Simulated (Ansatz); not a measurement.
Ansatz (a program for electronic structure) input (B3LYP-D3(BJ)/def2-TZVP):

Ansatz 0.2 input:
```yaml
crystal:
  periodic: [false, false, false]
  atoms:
    - {symbol: C, position_ang: [-0.52121597, 0.09785177, 0.02418323]}
    - {symbol: O, position_ang: [0.77519218, -0.14553262, -0.03596714]}
    - {symbol: H, position_ang: [-1.01292923, 0.00621803, 1.05553155]}
    - {symbol: H, position_ang: [-0.86240922, 1.14299440, -0.30004212]}
    - {symbol: H, position_ang: [-1.19890323, -0.57206207, -0.61285166]}
basis:
  gaussian:
    orbitals: def2-TZVP
hamiltonian:
  xc: b3lyp
  dispersion: d3bj
total_charge: -1
phonons: {temperatures: {t_min: 298.15, t_max: 298.15, t_step: 100}}
```

Output:

```
Functional definition: B3LYP
integrals: 0.01 GiB planned
463 factors; their error is unknown
mean field: 0.16 GiB planned
mean field evaluation 1: about -3133.0074 eV, gradient 1.2e1 eV
mean field evaluation 2: about -3133.0245 eV, gradient 1.2e1 eV
mean field evaluation 4: about -3133.3877 eV, gradient 1.6e0 eV
mean field evaluation 8: about -3133.3909 eV, gradient 3.7e-2 eV
mean field -3133.39094590 eV, -115.1499933731 hartree, gradient 1.7e-5 eV, S^2 0.000000; 0 other end points of the search recorded, 0 dependent functions left out
the calculation of the forces begins
reference -3133.39113643 eV, -115.1500003751 hartree; 9, 9 occupied and 71, 71 virtual orbitals, 463 factors
these checks for a lower state are left out or cut short: stability, starts, cluster_reference, orbital_swaps, neighbouring_geometries, increment
integrals: 0.01 GiB planned
463 factors; their error is unknown
mean field: 0.16 GiB planned
mean field evaluation 16: about -3133.3915 eV, gradient 3.6e-1 eV
mean field -3133.39079417 eV, -115.1499877973 hartree, gradient 6.0e-7 eV, S^2 0.000000; 0 other end points of the search recorded, 0 dependent functions left out
the calculation of the forces begins
reference -3133.39098512 eV, -115.1499948146 hartree; 9, 9 occupied and 71, 71 virtual orbitals, 463 factors
these checks for a lower state are left out or cut short: stability, starts, cluster_reference, orbital_swaps, neighbouring_geometries, increment
integrals: 0.01 GiB planned
463 factors; their error is unknown
mean field: 0.16 GiB planned
mean field -3133.39080310 eV, -115.1499881253 hartree, gradient 3.0e-6 eV, S^2 0.000000; 0 other end points of the search recorded, 0 dependent functions left out
the calculation of the forces begins
reference -3133.39099322 eV, -115.1499951120 hartree; 9, 9 occupied and 71, 71 virtual orbitals, 463 factors
these checks for a lower state are left out or cut short: stability, starts, cluster_reference, orbital_swaps, neighbouring_geometries, increment
integrals: 0.01 GiB planned
463 factors; their error is unknown
mean field: 0.16 GiB planned
mean field evaluation 32: about -3133.3916 eV, gradient 3.3e-1 eV
mean field -3133.39082982 eV, -115.1499891074 hartree, gradient 3.0e-6 eV, S^2 0.000000; 0 other end points of the search recorded, 0 dependent functions left out
the calculation of the forces begins
reference -3133.39102033 eV, -115.1499961085 hartree; 9, 9 occupied and 71, 71 virtual orbitals, 463 factors
these checks for a lower state are left out or cut short: stability, starts, cluster_reference, orbital_swaps, neighbouring_geometries, increment
integrals: 0.01 GiB planned
463 factors; their error is unknown
mean field: 0.16 GiB planned
mean field -3133.39083041 eV, -115.1499891289 hartree, gradient 3.0e-6 eV, S^2 0.000000; 0 other end points of the search recorded, 0 dependent functions left out
the calculation of the forces begins
reference -3133.39102097 eV, -115.1499961318 hartree; 9, 9 occupied and 71, 71 virtual orbitals, 463 factors
these checks for a lower state are left out or cut short: stability, starts, cluster_reference, orbital_swaps, neighbouring_geometries, increment
integrals: 0.01 GiB planned
463 factors; their error is unknown
mean field: 0.16 GiB planned
mean field -3133.39082357 eV, -115.1499888776 hartree, gradient 3.0e-6 eV, S^2 0.000000; 0 other end points of the search recorded, 0 dependent functions left out
the calculation of the forces begins
reference -3133.39101386 eV, -115.1499958707 hartree; 9, 9 occupied and 71, 71 virtual orbitals, 463 factors
these checks for a lower state are left out or cut short: stability, starts, cluster_reference, orbital_swaps, neighbouring_geometries, increment
integrals: 0.01 GiB planned
463 factors; their error is unknown
mean field: 0.16 GiB planned
mean field -3133.39080378 eV, -115.1499881503 hartree, gradient 3.0e-6 eV, S^2 0.000000; 0 other end points of the search recorded, 0 dependent functions left out
the calculation of the forces begins
reference -3133.39099455 eV, -115.1499951612 hartree; 9, 9 occupied and 71, 71 virtual orbitals, 463 factors
these checks for a lower state are left out or cut short: stability, starts, cluster_reference, orbital_swaps, neighbouring_geometries, increment
integrals: 0.01 GiB planned
463 factors; their error is unknown
mean field: 0.16 GiB planned
mean field evaluation 64: about -3133.3908 eV, gradient 2.8e-1 eV
mean field -3133.39093048 eV, -115.1499928065 hartree, gradient 3.0e-6 eV, S^2 0.000000; 0 other end points of the search recorded, 0 dependent functions left out
the calculation of the forces begins
reference -3133.39112103 eV, -115.1499998091 hartree; 9, 9 occupied and 71, 71 virtual orbitals, 463 factors
these checks for a lower state are left out or cut short: stability, starts, cluster_reference, orbital_swaps, neighbouring_geometries, increment
integrals: 0.01 GiB planned
463 factors; their error is unknown
mean field: 0.16 GiB planned
mean field -3133.39092999 eV, -115.1499927883 hartree, gradient 3.0e-6 eV, S^2 0.000000; 0 other end points of the search recorded, 0 dependent functions left out
the calculation of the forces begins
reference -3133.39112050 eV, -115.1499997897 hartree; 9, 9 occupied and 71, 71 virtual orbitals, 463 factors
these checks for a lower state are left out or cut short: stability, starts, cluster_reference, orbital_swaps, neighbouring_geometries, increment
integrals: 0.01 GiB planned
463 factors; their error is unknown
mean field: 0.16 GiB planned
mean field -3133.39092100 eV, -115.1499924579 hartree, gradient 3.0e-6 eV, S^2 0.000000; 0 other end points of the search recorded, 0 dependent functions left out
the calculation of the forces begins
reference -3133.39111145 eV, -115.1499994570 hartree; 9, 9 occupied and 71, 71 virtual orbitals, 463 factors
these checks for a lower state are left out or cut short: stability, starts, cluster_reference, orbital_swaps, neighbouring_geometries, increment
integrals: 0.01 GiB planned
463 factors; their error is unknown
mean field: 0.16 GiB planned
mean field -3133.39092427 eV, -115.1499925784 hartree, gradient 3.0e-6 eV, S^2 0.000000; 0 other end points of the search recorded, 0 dependent functions left out
the calculation of the forces begins
reference -3133.39111489 eV, -115.1499995834 hartree; 9, 9 occupied and 71, 71 virtual orbitals, 463 factors
these checks for a lower state are left out or cut short: stability, starts, cluster_reference, orbital_swaps, neighbouring_geometries, increment
integrals: 0.01 GiB planned
463 factors; their error is unknown
mean field: 0.16 GiB planned
mean field evaluation 96: about -3133.3909 eV, gradient 2.6e-3 eV
mean field -3133.39090907 eV, -115.1499920197 hartree, gradient 3.0e-6 eV, S^2 0.000000; 0 other end points of the search recorded, 0 dependent functions left out
the calculation of the forces begins
reference -3133.39109957 eV, -115.1499990204 hartree; 9, 9 occupied and 71, 71 virtual orbitals, 463 factors
these checks for a lower state are left out or cut short: stability, starts, cluster_reference, orbital_swaps, neighbouring_geometries, increment
integrals: 0.01 GiB planned
463 factors; their error is unknown
mean field: 0.16 GiB planned
mean field -3133.39091178 eV, -115.1499921194 hartree, gradient 3.0e-6 eV, S^2 0.000000; 0 other end points of the search recorded, 0 dependent functions left out
the calculation of the forces begins
reference -3133.39110235 eV, -115.1499991226 hartree; 9, 9 occupied and 71, 71 virtual orbitals, 463 factors
these checks for a lower state are left out or cut short: stability, starts, cluster_reference, orbital_swaps, neighbouring_geometries, increment
integrals: 0.01 GiB planned
463 factors; their error is unknown
mean field: 0.16 GiB planned
mean field -3133.39092417 eV, -115.1499925746 hartree, gradient 3.0e-6 eV, S^2 0.000000; 0 other end points of the search recorded, 0 dependent functions left out
the calculation of the forces begins
reference -3133.39111466 eV, -115.1499995751 hartree; 9, 9 occupied and 71, 71 virtual orbitals, 463 factors
these checks for a lower state are left out or cut short: stability, starts, cluster_reference, orbital_swaps, neighbouring_geometries, increment
integrals: 0.01 GiB planned
463 factors; their error is unknown
mean field: 0.16 GiB planned
mean field -3133.39092718 eV, -115.1499926852 hartree, gradient 3.0e-6 eV, S^2 0.000000; 0 other end points of the search recorded, 0 dependent functions left out
the calculation of the forces begins
reference -3133.39111775 eV, -115.1499996887 hartree; 9, 9 occupied and 71, 71 virtual orbitals, 463 factors
these checks for a lower state are left out or cut short: stability, starts, cluster_reference, orbital_swaps, neighbouring_geometries, increment
integrals: 0.01 GiB planned
463 factors; their error is unknown
mean field: 0.16 GiB planned
mean field -3133.39089169 eV, -115.1499913810 hartree, gradient 3.0e-6 eV, S^2 0.000000; 0 other end points of the search recorded, 0 dependent functions left out
the calculation of the forces begins
reference -3133.39108226 eV, -115.1499983842 hartree; 9, 9 occupied and 71, 71 virtual orbitals, 463 factors
these checks for a lower state are left out or cut short: stability, starts, cluster_reference, orbital_swaps, neighbouring_geometries, increment
integrals: 0.01 GiB planned
463 factors; their error is unknown
mean field: 0.16 GiB planned
mean field evaluation 128: about -3133.3918 eV, gradient 1.3e-4 eV
mean field -3133.39088723 eV, -115.1499912172 hartree, gradient 3.0e-6 eV, S^2 0.000000; 0 other end points of the search recorded, 0 dependent functions left out
the calculation of the forces begins
reference -3133.39107773 eV, -115.1499982179 hartree; 9, 9 occupied and 71, 71 virtual orbitals, 463 factors
these checks for a lower state are left out or cut short: stability, starts, cluster_reference, orbital_swaps, neighbouring_geometries, increment
integrals: 0.01 GiB planned
463 factors; their error is unknown
mean field: 0.16 GiB planned
mean field -3133.39092784 eV, -115.1499927096 hartree, gradient 3.0e-6 eV, S^2 0.000000; 0 other end points of the search recorded, 0 dependent functions left out
the calculation of the forces begins
reference -3133.39111835 eV, -115.1499997107 hartree; 9, 9 occupied and 71, 71 virtual orbitals, 463 factors
these checks for a lower state are left out or cut short: stability, starts, cluster_reference, orbital_swaps, neighbouring_geometries, increment
integrals: 0.01 GiB planned
463 factors; their error is unknown
mean field: 0.16 GiB planned
mean field -3133.39092886 eV, -115.1499927471 hartree, gradient 3.0e-6 eV, S^2 0.000000; 0 other end points of the search recorded, 0 dependent functions left out
the calculation of the forces begins
reference -3133.39111942 eV, -115.1499997500 hartree; 9, 9 occupied and 71, 71 virtual orbitals, 463 factors
Total energy: -3133.45707711 eV, -115.1524236501 hartree
Atom 0 at    -0.521216     0.097852     0.024183 Å, force    -0.000128     0.000027    -0.000008 eV/Å
Atom 1 at     0.775192    -0.145533    -0.035967 Å, force     0.000681    -0.000133    -0.000005 eV/Å
Atom 2 at    -1.012929     0.006218     1.055532 Å, force    -0.000152    -0.000055     0.000463 eV/Å
Atom 3 at    -0.862409     1.142994    -0.300042 Å, force    -0.000124     0.000472    -0.000153 eV/Å
Atom 4 at    -1.198903    -0.572062    -0.612852 Å, force    -0.000277    -0.000312    -0.000296 eV/Å
Dipole moment:    -0.352243     0.066129     0.016344 e Å
Vibrations: 1185.00 1185.03 1194.83 1412.29 1412.30 1505.32 2358.18 2358.20 2534.59 cm⁻¹, zero-point energy 0.938916 eV
```
